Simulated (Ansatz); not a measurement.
Geometry optimisation, RKS BLYP/def2-SVP (Ansatz 0.2.0).

The input (input.yaml):

```yaml
crystal:
  periodic: [false, false, false]
  atoms:
    - { symbol: B, position_ang: [0.129916, 0.500019, -0.337018] }
    - { symbol: H, position_ang: [0.015858, -0.224057, 1.946382] }
    - { symbol: O, position_ang: [1.340728, -0.009519, -0.652745] }
    - { symbol: H, position_ang: [1.302744, -0.951272, -0.909684] }
    - { symbol: H, position_ang: [-0.91271, -0.103924, -0.412607] }
    - { symbol: Cl, position_ang: [0.069494, 2.2742, 0.117894] }
    - { symbol: H, position_ang: [-0.096329, 0.485953, 1.967578] }
basis:
  gaussian: { orbitals: def2-SVP }
hamiltonian:
  xc: blyp
relax:
  f_tol: 0.03
  max_steps: 50
```

Run as:

```bash
$ ansatz run input.yaml --threads 1 --pin off --max-ram 2048MiB --backend cpu --events-out ev --progress --plain --runs-dir out
```

Task: Where does it end, and by what steps?

Result: The forces met the threshold. The force dipped under the threshold on the way, but the program's further checks kept it going. After 24 steps the energy has fallen by 0.262 eV; H2 moved furthest, 1.89 Å.

```csv
step,energy less start (eV),largest force component (eV/Å),accepted
0,0.0000,1.886,yes
1,-0.1517,0.540,yes
2,-0.2041,0.382,yes
3,-0.2293,0.292,yes
4,-0.2329,0.594,yes
5,-0.2414,0.117,yes
6,-0.2441,0.043,yes
7,-0.2435,0.376,no
8,-0.2464,0.076,yes
9,-0.2464,0.262,yes
10,-0.2430,0.476,no
11,-0.2505,0.078,yes
12,-0.2524,0.013,yes
13,-0.2540,0.143,yes
14,-0.2551,0.113,yes
15,-0.2563,0.183,yes
16,-0.2574,0.159,yes
17,-0.2587,0.102,yes
18,-0.2595,0.127,yes
19,-0.2601,0.102,yes
20,-0.2609,0.085,yes
21,-0.2613,0.068,yes
22,-0.2591,0.215,no
23,-0.2616,0.030,yes
24,-0.2617,0.023,yes
```

```xyz
7
Properties=species:S:1:pos:R:3
B 0.238 0.431 -0.887
H -0.367 0.095 3.765
O 1.460 0.030 -1.312
H 1.413 -0.721 -1.934
H -0.795 -0.089 -1.247
Cl 0.165 1.793 0.253
H -0.265 0.432 3.083
```

Whether the end is a true minimum wasn't checked by a vibrational analysis.

Run time: 30 s on 1 thread of Arm Neoverse V2, with other jobs on the host, peak memory 0.12 GiB.
